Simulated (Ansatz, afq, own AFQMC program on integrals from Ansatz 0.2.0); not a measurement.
**AlH$_{3}$, singlet: AFQMC among the cluster methods**

| atom | x (Å) | y (Å) | z (Å) |
| --- | --- | --- | --- |
| Al | 0.0000 | 0.0000 | 0.0000 |
| H | 2.0361 | 0.0193 | -0.0001 |
| H | -1.0348 | 1.7537 | -0.0036 |
| H | -1.0013 | -1.7730 | 0.0037 |

Basis cc-pVDZ. Only valence electrons are correlated. Integrals, coupled cluster, full CI and functionals: Ansatz 0.2.0; the random walks run on the same integrals in our own AFQMC program. ph-AFQMC/CISD is guided by a CISD state made of CCSD amplitudes; releasing the constraint for a short imaginary time cuts its bias at the price of noise, slowly where states lie close. Uncertainties: one standard error, sampling alone.

Determinant: RHF, the one that the program's search chose, which needn't be the lowest solution. The geometry is a point of a scan.

Full CI on the same integrals is exact in this basis and with this determinant's frozen core.

The T1 diagnostic is 0.0177, the weight of the determinant in the CISD state is 0.897 and the size of the correlated space is 6 electrons in 28 orbitals.

Reference: full CI, correlation energy -3.122 eV. The released energy is read at 2.40 1/Eh (meV from the phaseless value at times in 1/Eh: -0.9 ± 2.3 at 0.24, -3.1 ± 2.3 at 0.51, -4.3 ± 1.9 at 0.99, -6.6 ± 1.6 at 1.62, -6.9 ± 1.6 at 2.40).

```
         level  E − E(reference) (mEh)  share of correlation (%)
            HF                  114.73                      0.00
           MP2                   33.98                     70.38
          CCSD                    3.39                     97.04
       CCSD(T)                    1.10                     99.04
         CCSDT                    0.14                     99.88
      CCSDT(Q)                    0.04                     99.97
        CCSDTQ                    0.00                    100.00
   ph-AFQMC/HF            -0.83 ± 0.99                    100.73
 ph-AFQMC/CISD             0.29 ± 0.09                     99.74
released AFQMC             0.04 ± 0.06                     99.97
```

CCSDT and higher add their correlation energy to the determinant of the CCSD(T) run, since their own runs factorise the integrals more tightly (a shift of under 2 meV). A walk keeps the symmetry of its determinant, which the program's search chose and which needn't be the lowest solution, so a lower state of the same spin and another symmetry isn't excluded. Released energies are given only where the last usable release times agree within the noise; a slower fall can still hide under it.
